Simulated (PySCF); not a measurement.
PySCF job for CH2, SMILES [CH2], multiplicity 3, TDA-PBE0/def2-TZVPD. The structure is a stationary point at r2SCAN-D4/def2-TZVPD. The isomer is the one that the SMILES or the coordinates give; other isomers of the formula were not compared.

```python
import numpy as np
from pyscf import gto, scf, dft, tdscf

mol = gto.M(
    atom='''
    C     0.00000000    0.00000000   -0.10522858
    H     0.00000000   -0.99370603    0.31568575
    H     0.00000000    0.99370603    0.31568575
    ''',
    basis='def2-TZVPD',
    charge=0,
    spin=2,
    max_memory=1600,
    verbose=4,
)
mf = dft.UKS(mol, xc='pbe0').density_fit(auxbasis='def2-universal-jkfit')
mf.grids.level = 3
mf.conv_tol = 1e-9
mf.max_cycle = 100
mf.kernel()
fine, coarse = mf.grids, dft.Grids(mol).set(level=1).build(with_non0tab=True)
for _ in range(3):  # follow internal instabilities
    mf.grids = coarse
    mo, _, stable, _ = mf.stability(return_status=True, nroots=4)
    mf.grids = fine
    if stable:
        break
    mf.kernel(mf.make_rdm1(mo, mf.mo_occ))
mf.grids = dft.Grids(mol).set(level=1).build(with_non0tab=True)  # coarser grid for the response kernel
td = tdscf.TDA(mf)
td.nstates = 10
td.conv_tol = 1e-4
td.positive_eig_threshold = 1e-6
td.kernel(x0=td.get_init_guess(mf, 15))
td.analyze()
```

Output:

```
PySCF version 2.14.0

[INPUT] verbose = 4
[INPUT] num. atoms = 3
[INPUT] num. electrons = 8
[INPUT] charge = 0
[INPUT] spin (= nelec alpha-beta = 2S) = 2
[INPUT] symmetry False subgroup None
[INPUT] Mole.unit = angstrom
[INPUT] Symbol           X                Y                Z      unit          X                Y                Z       unit  Magmom
[INPUT]  1 C      0.000000000000   0.000000000000  -0.105228580000 AA    0.000000000000   0.000000000000  -0.198853196677 Bohr   0.0
[INPUT]  2 H      0.000000000000  -0.993706030000   0.315685750000 AA    0.000000000000  -1.877832245029   0.596559608928 Bohr   0.0
[INPUT]  3 H      0.000000000000   0.993706030000   0.315685750000 AA    0.000000000000   1.877832245029   0.596559608928 Bohr   0.0

nuclear repulsion = 6.15050144529157
number of shells = 23
number of NR pGTOs = 74
number of NR cGTOs = 55
basis = def2-TZVPD
ecp = {}


******** <class 'pyscf.df.df_jk.DFUKS'> ********
method = DFUKS
initial guess = minao
damping factor = 0
level_shift factor = 0
DIIS = <class 'pyscf.scf.diis.CDIIS'>
diis_start_cycle = 1
diis_space = 8
diis_damp = 0
SCF conv_tol = 1e-09
SCF conv_tol_grad = None
SCF max_cycles = 100
direct_scf = False
number electrons alpha = 5  beta = 3
XC library pyscf.dft.libxc version 7.1.2
    S. Lehtola, C. Steigemann, M. J. T. Oliveira, and M. A. L. Marques,  SoftwareX 7, 1–5 (2018)
XC functionals = pbe0
    C. Adamo and V. Barone,  J. Chem. Phys. 110, 6158 (1999)
    M. Ernzerhof and G. E. Scuseria,  J. Chem. Phys. 110, 5029 (1999)
radial grids:
    Treutler-Ahlrichs [JCP 102, 346 (1995); DOI:10.1063/1.469408] (M4) radial grids

becke partition: Becke, JCP 88, 2547 (1988); DOI:10.1063/1.454033
pruning grids: <function nwchem_prune>
grids dens level: 3
symmetrized grids: False
atomic radii adjust function: <function treutler_atomic_radii_adjust>
small_rho_cutoff = 0
Set gradient conv threshold to 3.16228e-05
tot grids = 33736
******** <class 'pyscf.df.df.DF'> ********
auxbasis = def2-universal-jkfit
init E= -38.9518836459914
  alpha nocc = 5  HOMO = -0.178812022983561  LUMO = 0.0160918088169169
  beta  nocc = 3  HOMO = -0.463685269808138  LUMO = -0.214323915024242

WARN: HOMO -0.178812022983561 >= LUMO -0.214323915024242

cycle= 1 E= -39.1082331154127  delta_E= -0.156  |g|= 0.0827  |ddm|= 0.788
  alpha nocc = 5  HOMO = -0.264630562728929  LUMO = 0.0363611653366149
  beta  nocc = 3  HOMO = -0.453234432446983  LUMO = -0.0841006190777556
  HOMO = -0.264630562729  LUMO = -0.0841006190778  gap/eV = 4.91247
cycle= 2 E= -39.1151338419337  delta_E= -0.0069  |g|= 0.0207  |ddm|= 0.156
  alpha nocc = 5  HOMO = -0.262150380544835  LUMO = 0.038515178598189
  beta  nocc = 3  HOMO = -0.445496178940889  LUMO = -0.0697619169310464
  HOMO = -0.262150380545  LUMO = -0.069761916931  gap/eV = 5.23516
cycle= 3 E= -39.1156981693575  delta_E= -0.000564  |g|= 0.0054  |ddm|= 0.037
  alpha nocc = 5  HOMO = -0.264532322936045  LUMO = 0.0377671659869385
  beta  nocc = 3  HOMO = -0.448049062458573  LUMO = -0.0703143489437039
  HOMO = -0.264532322936  LUMO = -0.0703143489437  gap/eV = 5.28494
cycle= 4 E= -39.1157284870336  delta_E= -3.03e-05  |g|= 0.0024  |ddm|= 0.00669
  alpha nocc = 5  HOMO = -0.263769553932775  LUMO = 0.0378587291817034
  beta  nocc = 3  HOMO = -0.447186419790384  LUMO = -0.0693392245263915
  HOMO = -0.263769553933  LUMO = -0.0693392245264  gap/eV = 5.29072
cycle= 5 E= -39.1157335020602  delta_E= -5.02e-06  |g|= 0.00081  |ddm|= 0.00315
  alpha nocc = 5  HOMO = -0.264075270222904  LUMO = 0.0378356197866303
  beta  nocc = 3  HOMO = -0.447268277350787  LUMO = -0.0695738669779082
  HOMO = -0.264075270223  LUMO = -0.0695738669779  gap/eV = 5.29265
cycle= 6 E= -39.1157339720284  delta_E= -4.7e-07  |g|= 0.0002  |ddm|= 0.000965
  alpha nocc = 5  HOMO = -0.264012845860115  LUMO = 0.0378395367828226
  beta  nocc = 3  HOMO = -0.447203407602228  LUMO = -0.0695027183460937
  HOMO = -0.26401284586  LUMO = -0.0695027183461  gap/eV = 5.29289
cycle= 7 E= -39.1157340033404  delta_E= -3.13e-08  |g|= 1.9e-05  |ddm|= 0.000271
  alpha nocc = 5  HOMO = -0.264014218238383  LUMO = 0.0378368469180579
  beta  nocc = 3  HOMO = -0.447209005784551  LUMO = -0.0695063559594189
  HOMO = -0.264014218238  LUMO = -0.0695063559594  gap/eV = 5.29283
cycle= 8 E= -39.1157340039212  delta_E= -5.81e-10  |g|= 4.32e-06  |ddm|= 4.33e-05
  alpha nocc = 5  HOMO = -0.264013732790357  LUMO = 0.0378368265851314
  beta  nocc = 3  HOMO = -0.447208680206895  LUMO = -0.0695059177855946
  HOMO = -0.26401373279  LUMO = -0.0695059177856  gap/eV = 5.29283
Extra cycle  E= -39.1157340039471  delta_E= -2.6e-11  |g|= 1.55e-06  |ddm|= 6.21e-06
converged SCF energy = -39.1157340039471  <S^2> = 2.0068869  2S+1 = 3.0045878
tot grids = 10128
uhf_internal: lowest eigs of H = [0.44416514 0.50999224 0.51462971 0.54366146]
<class 'pyscf.df.df_jk.DFUKS'> wavefunction is stable in the internal stability analysis
tot grids = 10128
Overwritten attributes  positive_eig_threshold  of <class 'pyscf.tdscf.uks.TDA'>


******** <class 'pyscf.tdscf.uks.TDA'> for <class 'pyscf.df.df_jk.DFUKS'> ********
nstates = 10
deg_eia_thresh = 1.000e-03
wfnsym = None
conv_tol = 0.0001
eigh lindep = 1e-12
eigh level_shift = 0
eigh max_cycle = 100


Excitation energies (eV)
[6.13953221 7.10337648 7.34540809 7.84035218 8.17984536 8.34782667
 9.04759591 9.30734153 9.38634662 9.85790615]

** Excitation energies and oscillator strengths **
Excited State   1:      6.13953 eV    201.94 nm  f=0.0399
       5a ->    6a      0.99272
Excited State   2:      7.10338 eV    174.54 nm  f=0.0502
       4a ->    6a     -0.99243
Excited State   3:      7.34541 eV    168.79 nm  f=0.0010
       3b ->    4b      0.98987
Excited State   4:      7.84035 eV    158.14 nm  f=0.0000
       5a ->    7a     -0.60334
       3b ->    5b      0.78650
Excited State   5:      8.17985 eV    151.57 nm  f=0.0000
       5a ->    7a     -0.78957
       3b ->    5b     -0.60727
Excited State   6:      8.34783 eV    148.52 nm  f=0.0520
       5a ->    8a      0.98238
       2b ->    5b      0.11681
Excited State   7:      9.04760 eV    137.04 nm  f=0.0218
       4a ->    7a      0.98708
Excited State   8:      9.30734 eV    133.21 nm  f=0.0268
       4a ->    8a     -0.97464
       5a ->   11a      0.13112
Excited State   9:      9.38635 eV    132.09 nm  f=0.0009
       5a ->    9a     -0.99558
Excited State  10:      9.85791 eV    125.77 nm  f=0.0000
       5a ->   10a     -0.99508

** Transition electric dipole moments (AU) **
state          X           Y           Z        Dip. S.      Osc.
  1         0.5150      0.0000     -0.0000      0.2652      0.0399
  2         0.0000     -0.0000     -0.5368      0.2882      0.0502
  3         0.0000      0.0744     -0.0000      0.0055      0.0010
  4        -0.0000     -0.0000     -0.0000      0.0000      0.0000
  5        -0.0000     -0.0000      0.0000      0.0000      0.0000
  6        -0.5042      0.0000      0.0000      0.2543      0.0520
  7        -0.0000     -0.3134      0.0000      0.0982      0.0218
  8         0.0000      0.0000      0.3430      0.1177      0.0268
  9         0.0619     -0.0000     -0.0000      0.0038      0.0009
 10         0.0000     -0.0000     -0.0000      0.0000      0.0000

** Transition velocity dipole moments (imaginary part, AU) **
state          X           Y           Z        Dip. S.      Osc.
  1         0.1447      0.0000      0.0000      0.0209      0.0619
  2         0.0000     -0.0000     -0.1528      0.0233      0.0596
  3         0.0000      0.0198     -0.0000      0.0004      0.0010
  4        -0.0000      0.0000     -0.0000      0.0000      0.0000
  5        -0.0000     -0.0000      0.0000      0.0000      0.0000
  6        -0.1258      0.0000     -0.0000      0.0158      0.0344
  7        -0.0000     -0.0837      0.0000      0.0070      0.0140
  8         0.0000      0.0000      0.1086      0.0118      0.0230
  9         0.0299     -0.0000     -0.0000      0.0009      0.0017
 10         0.0000     -0.0000     -0.0000      0.0000      0.0000

** Transition magnetic dipole moments (imaginary part, AU) **
state          X           Y           Z
  1        -0.0000     -0.0448      0.0000
  2         0.0000     -0.0000     -0.0000
  3        -0.9317      0.0000     -0.0000
  4        -0.0000     -0.0000      0.7983
  5         0.0000     -0.0000     -0.5619
  6        -0.0000     -0.1785      0.0000
  7         0.0421     -0.0000      0.0000
  8        -0.0000     -0.0000      0.0000
  9         0.0000     -0.0446     -0.0000
 10         0.0000      0.0000      0.1581
```

The calculation finished and met its thresholds.
